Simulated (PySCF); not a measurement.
Ligands exchanged one at a time, Si F-Br. All species are isolated molecules in the gas phase. Strings in code marks are SMILES.

Calculation: PBE-D3(BJ)/def2-TZVP (PySCF). Excitations are Tamm–Dancoff values on a coarser integration grid. The basis has no diffuse functions, so Rydberg states are missing or too high.

| species | S1 excitation (TDA) (eV) | S1 oscillator strength |
|---|---|---|
| 0 of 4 F replaced by Br (`F[Si](F)(F)F`) | 9.92 | 0.000 |
| 1 of 4 F replaced by Br | 7.15 | … |
| 2 of 4 F replaced by Br (`F[Si](F)(Br)Br`) | 6.13 | … |
| 3 of 4 F replaced by Br (`Br[Si](F)(Br)Br`) | 5.30 | 0.000 |

Q: Some entries are withheld; supply them.

A: 
- 1 of 4 F replaced by Br, S1 oscillator strength: 0.015
- 2 of 4 F replaced by Br (`F[Si](F)(Br)Br`), S1 oscillator strength: 0.027
